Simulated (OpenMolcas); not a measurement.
**revPBE/6-31G (RICD fitting, fitting threshold 1e-05) run of NO2F (nitryl fluoride), part 1 of 2**

Aim: the energy change on altering one bond length of NO2F (nitryl fluoride) at revPBE/6-31G (RICD fitting, fitting threshold 1e-05), from 2 runs. 

The results are computed with OpenMolcas 26.06.

**1. Starting point**

NO2F has 4 atoms, charge 0, and is taken as a singlet. SMILES: `O=[N+]([O-])F`. The shape is that of a GFN2-xTB optimisation.

Bond lengths: O1–N2 1.145 Å, N2–O3 1.145 Å. Angles: O1–N2–O3 140.2°. A long bond or contact: N2–F4 1.545 Å.

**2. The energy at revPBE/6-31G (RICD fitting, fitting threshold 1e-05)**

geom.xyz

```xyz
4

O      0.188740     0.465950     1.115660
N      0.109710    -0.098240     0.122020
O      0.475520    -1.064170    -0.373030
F     -0.773970     0.696460    -0.864650
```

job.input

```
&GATEWAY
  BasLib = $CurrDir
  Coord = geom.xyz
  Basis = 6-31G
  Group = NoSym
  RICD
  CDThreshold = 1e-05

&SEWARD

&SCF
  KSDFT = revPBE
  PrOrbitals = 1 1
```

The basis set 6-31G is read from a file made from the Basis Set Exchange's data (not shown).

Launch:

```
$ export MOLCAS_MEM=1860
$ pymolcas job.input > job.log
```

Standard output:

```text
--- Start Module: gateway ---

                                              &GATEWAY

                       available to each process: 1.9 GB of memory, 1 thread

 Basis Set     1 Label: O.6-31G
 Basis set is read from library:.
 basistype.tbl is not found

 Basis Set     2 Label: N.6-31G
 Basis set is read from library:.
 basistype.tbl is not found

 Basis Set     3 Label: O.6-31G
 Basis set is read from library:.
 basistype.tbl is not found

 Basis Set     4 Label: F.6-31G
 Basis set is read from library:.
 basistype.tbl is not found

++    Symmetry information:
      ---------------------

                    Character Table for C1

                             E
                    a        1  x, y, xy, Rz, z, xz, Ry, yz, Rx, I
--

++    Basis set information:
      ----------------------

      Basis set label: O.6-31G.........

      Electronic valence basis set:
      ------------------
      Associated Effective Charge   8.000000 au
      Associated Actual Charge      8.000000 au
      Nuclear Model: Point charge

      Shell  nPrim  nBasis  Cartesian Spherical Contaminant
         s      10       3        X
         p       4       2        X

      Basis set label: N.6-31G.........

      Electronic valence basis set:
      ------------------
      Associated Effective Charge   7.000000 au
      Associated Actual Charge      7.000000 au
      Nuclear Model: Point charge

      Shell  nPrim  nBasis  Cartesian Spherical Contaminant
         s      10       3        X
         p       4       2        X

      Basis set label: O.6-31G.........

      Electronic valence basis set:
      ------------------
      Associated Effective Charge   8.000000 au
      Associated Actual Charge      8.000000 au
      Nuclear Model: Point charge

      Shell  nPrim  nBasis  Cartesian Spherical Contaminant
         s      10       3        X
         p       4       2        X

      Basis set label: F.6-31G.........

      Electronic valence basis set:
      ------------------
      Associated Effective Charge   9.000000 au
      Associated Actual Charge      9.000000 au
      Nuclear Model: Point charge

      Shell  nPrim  nBasis  Cartesian Spherical Contaminant
         s      10       3        X
         p       4       2        X
--

++    Molecular structure info:
      -------------------------

                    ************************************************
                    **** Cartesian Coordinates / bohr, angstrom ****
                    ************************************************

     Center  Label                x              y              z                     x              y              z
        1      O1               0.356667       0.880518       2.108292              0.188740       0.465950       1.115660
        2      N2               0.207322      -0.185647       0.230584              0.109710      -0.098240       0.122020
        3      O3               0.898603      -2.010990      -0.704925              0.475520      -1.064170      -0.373030
        4      F4              -1.462591       1.316119      -1.633952             -0.773970       0.696460      -0.864650

                    ***************************************
                    *    InterNuclear Distances / bohr    *
                    ***************************************

               1 O1            2 N2            3 O3            4 F4
    1 O1       0.000000
    2 N2       2.164439        0.000000
    3 O3       4.070467        2.164468        0.000000
    4 F4       4.183759        2.918973        4.184254        0.000000

                    *******************************************
                    *    InterNuclear Distances / angstrom    *
                    *******************************************

               1 O1            2 N2            3 O3            4 F4
    1 O1       0.000000
    2 N2       1.145372        0.000000
    3 O3       2.153998        1.145387        0.000000
    4 F4       2.213950        1.544654        2.214212        0.000000

                    **************************************
                    *    Valence Bond Angles / degree    *
                    **************************************
                          Atom centers                 Phi
                      1 O1       2 N2       3 O3       140.20
                      1 O1       2 N2       4 F4       109.89
                      3 O3       2 N2       4 F4       109.91
--

            Nuclear Potential Energy            123.46788015 au

--- Stop Module: gateway /rc=_RC_ALL_IS_WELL_ ---

--- Start Module: seward ---

                                              &SEWARD

                       available to each process: 1.9 GB of memory, 1 thread

               SEWARD will generate:
                  Multipole Moment integrals up to order  2
                  Kinetic Energy integrals
                  Nuclear Attraction integrals (point charge)
                  One-Electron Hamiltonian integrals
                  Velocity integrals
                  Orbital angular momentum around ( -0.0739   0.0665  -0.0826 )
                  Velocity quadrupole around ( -0.0739   0.0665  -0.0826 )
                  RI decomposed two-electron repulsion integrals stored Cholesky style
                   - acCD auxiliary basis
                   - CD Threshold:   1.00E-05

                   Integrals are discarded if absolute value <: 1.00E-14
                   Integral cutoff threshold is set to       <: 1.00E-16

            Nuclear Potential Energy            123.46788015 au

      Basis set specifications :
      Symmetry species         a
      Basis functions           36

--- Stop Module: seward /rc=_RC_ALL_IS_WELL_ ---

--- Start Module: scf ---

                                                &SCF

                       available to each process: 1.9 GB of memory, 1 thread

++    Input section:
      --------------

      Header of the integral files:

      Cartesian coordinates in angstrom:
      -----------------------------------------------------
      No.  Label        X            Y            Z
      -----------------------------------------------------
       1   O1         0.18874000   0.46595000   1.11566000
       2   N2         0.10971000  -0.09824000   0.12202000
       3   O3         0.47552000  -1.06417000  -0.37303000
       4   F4        -0.77397000   0.69646000  -0.86465000
      -----------------------------------------------------
      Nuclear repulsion energy =  123.46788015
--

++    Orbital specifications:
      -----------------------

      Symmetry species               1
                                     a
      Frozen orbitals                0
      Occupied orbitals             16
      Secondary orbitals            20
      Deleted orbitals               0
      Total number of orbitals      36
      Number of basis functions     36
--

      Molecular charge                           0.000

      Numerical integration parameters
      --------------------------------
      Radial quadrature type:                         MHL
      Size of radial grid:                            75
      Lebedev angular grid:                           29
      Angular grid pruned with the crowding factor:  3.00E+00
                                 and fading factor:  6.00E+00
      Screening threshold for integral computation:   1.00E-11
      Radial quadrature accuracy:                     1.00E-25
      Maximum batch size:                             128
      AO values are stored on disk
      The same grid will be used for all iterations.

      DFT functional specifications
      -----------------------------
      Using Libxc version: 6.2.2
      Please cite the following reference:
      S. Lehtola, C. Steigemann, M. J.T. Oliveira, and M. A.L. Marques.,  SoftwareX 7, 1–5 (2018) doi:10.1016/j.softx.2017.11.002

      * Revised PBE from Zhang & Yang
        - Y. Zhang and W. Yang.,  Phys. Rev. Lett. 80, 890 (1998) doi:10.1103/PhysRevLett.80.890
      * Perdew, Burke & Ernzerhof
        - J. P. Perdew, K. Burke, and M. Ernzerhof.,  Phys. Rev. Lett. 77, 3865 (1996) doi:10.1103/PhysRevLett.77.3865
        - J. P. Perdew, K. Burke, and M. Ernzerhof.,  Phys. Rev. Lett. 78, 1396 (1997) doi:10.1103/PhysRevLett.78.1396

++    Optimization specifications:
      ----------------------------

      SCF Algorithm: LK-RI/DF
      LK screening threshold:                     4.50E-02
      Local-Exchange (LK) algorithm.
       - the density matrix is decomposed
      D(i)-D(i-1) density differences are used
      Number of density matrices in core                 5
      Maximum number of NDDO SCF iterations            400
      Maximum number of HF SCF iterations              400
      Threshold for SCF energy change             1.00E-09
      Threshold for density matrix                1.00E-04
      Threshold for Fock matrix                   1.50E-04
      Threshold for linear dependence             1.00E-09
      Threshold at which DIIS is turned on        1.50E-01
      Maximum depth in the DIIS procedure                5
      Maximum depth in the BFGS Hessian update          30
      Threshold at which QNR/C2DIIS is turned on  7.50E-02
      Threshold for Norm(delta) (QNR/C2DIIS)      1.00E-03
      All orbitals punched on: SCFORB
--

      Input vectors read from INPORB
      Orbital file label: *Guess orbitals

++ Convergence information
                                   REVPBE     iterations: Energy and convergence statistics

Iter     Tot. REVPBE     One-elec.       Two-elec.     Energy      Max Dij or  Max Fij      DNorm      TNorm      AccCon     Time
         Energy          Energy          Energy        Change      Delta Norm                                                in Sec.
   1  -303.916343992  -692.798232396   265.414008252   0.00E+00    6.29E-01*   3.00E-01*    6.86E+00   1.06E+02   None         0.
   2  -298.775688052  -701.900563464   279.656995258   5.14E+00*   6.29E-01*   1.05E-01*    7.66E+00   1.10E+02   EDIIS        0.
   3  -303.720382225  -702.602361209   275.414098831  -4.94E+00*   8.85E-01*   1.72E-01*    4.30E+00   1.08E+02   EDIIS        0.
   4  -303.120536093  -697.790857356   271.202441110   6.00E-01*   1.50E-01*   1.25E-01*    3.64E+00   1.08E+02   EDIIS        0.
   5  -304.669269171  -698.057406196   269.920256871  -1.55E+00*   3.43E-01*   8.74E-02*    1.08E+00   1.07E+02   EDIIS        0.
   6  -304.475300330  -697.885718117   269.942537633   1.94E-01*   1.41E-01*   4.13E-02*    1.53E+00   1.07E+02   EDIIS        0.
   7  -304.680840995  -698.106854143   269.958132995  -2.06E-01*   5.19E-01*   6.02E-02*    3.92E-01   1.07E+02   c2DIIS       0.
   8  -304.418983444  -697.253282834   269.366419237   2.62E-01*   4.05E-02*   4.71E-02*    1.64E+00   1.07E+02   c2DIIS       0.
   9  -304.704143467  -698.014698480   269.842674859  -2.85E-01*   2.70E-02*   5.87E-03*    1.12E-01   1.07E+02   QNRc2DIIS    0.
  10  -304.703113756  -698.064812345   269.893818436   1.03E-03*   2.01E-02*   1.91E-02*    1.22E-01   1.07E+02   QNRc2DIIS    0.
  11  -304.704242543  -697.997918119   269.825795422  -1.13E-03*   9.05E-04    6.41E-04*    8.93E-02   1.07E+02   QNRc2DIIS    0.
  12  -304.704243558  -698.016873149   269.844749438  -1.01E-06*   5.39E-04    3.41E-04*    4.15E-03   1.07E+02   QNRc2DIIS    0.
  13  -304.704244041  -698.015660746   269.843536552  -4.83E-07*   2.63E-04    1.55E-04*    2.30E-03   1.07E+02   QNRc2DIIS    0.
  14  -304.704244203  -698.012808195   269.840683839  -1.62E-07*   1.07E-04    8.04E-05     1.09E-03   1.07E+02   QNRc2DIIS    0.
  15  -304.704244227  -698.011427051   269.839302672  -2.39E-08*   2.66E-05    1.37E-05     4.55E-04   1.07E+02   QNRc2DIIS    0.
  16  -304.704244229  -698.012015148   269.839890766  -2.15E-09*   1.86E-06    1.21E-06     1.44E-04   1.07E+02   QNRc2DIIS    0.
  17  -304.704244229  -698.011983872   269.839859490  -9.66E-12    8.73E-08    5.48E-08     1.08E-05   1.07E+02   QNRc2DIIS    0.

       Convergence after  17 Iterations
--

 *****************************************************************************************************************************
 *                                             SCF/KS-DFT Program, Final results                                             *
 *                                                       Final Results                                                       *
 *****************************************************************************************************************************

::    Total KS-DFT energy                            -304.7042442288
      One-electron energy                            -698.0119838716
      Two-electron energy                             269.8398594897
      Nuclear repulsion energy                        123.4678801531
      Kinetic energy (interpolated)                   303.8287030668
      Virial theorem                                    1.0028816934
      Total spin, S(S+1)                                0.0000000000
      Total spin, S                                     0.0000000000
      Max non-diagonal density matrix element           0.0000000846
      Max non-diagonal Fock matrix element              0.0000000351

      All orbitals with orbital energies smaller than  E(LUMO)+0.5 are printed

++    Molecular orbitals:
      -------------------

      Title: RKS-DFT orbitals

      Molecular orbitals for symmetry species 1: a

          Orbital            1         2         3         4         5         6         7         8         9        10
          Energy          -24.2806  -18.9090  -18.9089  -14.3354   -1.3105   -1.1585   -1.0638   -0.6283   -0.5982   -0.5694
          Occ. No.          2.0000    2.0000    2.0000    2.0000    2.0000    2.0000    2.0000    2.0000    2.0000    2.0000

          Orbital           11        12        13        14        15        16        17        18        19
          Energy           -0.5266   -0.3659   -0.3592   -0.3413   -0.3297   -0.3008   -0.1284   -0.0911    0.1639
          Occ. No.          2.0000    2.0000    2.0000    2.0000    2.0000    2.0000    0.0000    0.0000    0.0000

--

++    Molecular charges:
      ------------------

      Mulliken charges per centre and basis function type
      ---------------------------------------------------

                O1      N2      O3      F4
      1s       4.0053  3.2078  4.0053  3.9945
      2px      1.4944  1.1913  1.4275  1.7362
      2pz      1.1514  1.0527  1.5406  1.7050
      2py      1.4824  1.0625  1.1601  1.7829
      Total    8.1335  6.5143  8.1336  9.2186

      N-E     -0.1335  0.4857 -0.1336 -0.2186

      Total electronic charge=   32.000000

      Total            charge=   -0.000000
--

++    Molecular properties:
      ---------------------

      Charge (e):
                      =   -0.0000
      Dipole Moment (debye):
      Origin of the operator (angstrom)=   -0.0391    0.0352   -0.0437
                   X=  6.5550E-01               Y= -5.8894E-01               Z=  7.3123E-01           Total=  1.1451E+00
      Quadrupole Moment (debye*angstrom):
      Origin of the operator (angstrom)=   -0.0391    0.0352   -0.0437
                  XX= -2.0022E+01              XY=  1.2344E+00              XZ= -7.3422E-01              YY= -2.1694E+01
                  YZ= -8.9482E-01              ZZ= -2.2017E+01
      In traceless form (debye*angstrom)
                  XX=  1.8340E+00              XY=  1.8515E+00              XZ= -1.1013E+00              YY= -6.7439E-01
                  YZ= -1.3422E+00              ZZ= -1.1596E+00
--

--- Stop Module: scf /rc=_RC_ALL_IS_WELL_ ---
--- Module scf spent 1 second ---

.##################.
.# Happy landing! #.
.##################.

    Timing: Wall=2.55 User=2.09 System=0.41
```

It took 2.7 s on 1 thread of Arm Neoverse V2, shared host; peak memory 0.093 GiB.

(Continued in part 2 of 2.)
